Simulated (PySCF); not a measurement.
Building multiplets from coupling constants

Geometry:
```json
{"atom": "B1", "x (Å)": "0.673", "y (Å)": "1.026", "z (Å)": "-0.404"}
{"atom": "H2", "x (Å)": "1.371", "y (Å)": "1.411", "z (Å)": "-1.313"}
{"atom": "H3", "x (Å)": "0.448", "y (Å)": "1.771", "z (Å)": "0.525"}
{"atom": "C4", "x (Å)": "0.061", "y (Å)": "-0.389", "z (Å)": "-0.391"}
{"atom": "C5", "x (Å)": "-0.710", "y (Å)": "-0.798", "z (Å)": "0.635"}
{"atom": "H6", "x (Å)": "0.235", "y (Å)": "-1.095", "z (Å)": "-1.212"}
{"atom": "H7", "x (Å)": "-0.916", "y (Å)": "-0.131", "z (Å)": "1.480"}
{"atom": "H8", "x (Å)": "-1.162", "y (Å)": "-1.796", "z (Å)": "0.681"}
```

PySCF 2.14 calculation with NMR shieldings at PBE0/pcSseg-1/GIAO, couplings computed with B3LYP/pcJ-1 and PBE0-D3(BJ)/def2-SVP structure; one computed conformer, rapidly exchanging positions averaged, relativity neglected, no solvent.

References, each an isolated molecule treated in the same way: ¹³C (σref 184.41), ¹H (σref 31.27) vs TMS.

Spectrometer: 600 MHz for ¹H. First-order analysis; couplings under 1 Hz (under 4 Hz in carbon signals) are ignored, and nearly equal couplings are merged; the smaller ones broaden or split the lines further.

Q: What pattern does C5 show in the proton-coupled ¹³C spectrum?

A: A triplet of triplets at δ 166.9: 166.4 Hz to H7/H8 (2 × ¹H, 1 bond away), 8.7 Hz to H2/H3 (2 × ¹H, 3 bonds away). Lines in Hz from the centre (relative intensity): +175.1 (1), +166.4 (2), +157.7 (1), +8.7 (2), +0.0 (4), -8.7 (2), -157.7 (1), -166.4 (2), -175.1 (1). The outer lines are 350.2 Hz apart, the sum of the couplings kept, or 2.321 ppm at this field.

Q: What pattern does H7/H8 show (¹H)?

A: A doublet of triplets at δ 7.00: 16.6 Hz to H6 (1 × ¹H, 3 bonds away), 1.0 Hz to H2/H3 (2 × ¹H, 4 bonds away). Lines in Hz from the centre (relative intensity): +9.3 (1), +8.3 (2), +7.3 (1), -7.3 (1), -8.3 (2), -9.3 (1). The outer lines are 18.6 Hz apart, the sum of the couplings kept, or 0.031 ppm at this field.

Q: What pattern does H6 show (¹H)?

A: A triplet of triplets at δ 7.47: 16.6 Hz to H7/H8 (2 × ¹H, 3 bonds away), 7.2 Hz to H2/H3 (2 × ¹H, 3 bonds away). Lines in Hz from the centre (relative intensity): +23.8 (1), +16.6 (2), +9.4 (1), +7.2 (2), +0.0 (4), -7.2 (2), -9.4 (1), -16.6 (2), -23.8 (1). The outer lines are 47.6 Hz apart, the sum of the couplings kept, or 0.079 ppm at this field.

Hydrogens on boron are broadened and split by ¹¹B (spin 3/2, 80 %) and 10B (spin 3). Unscaled 3J(H,H) at this level run about 10 % above measured values.
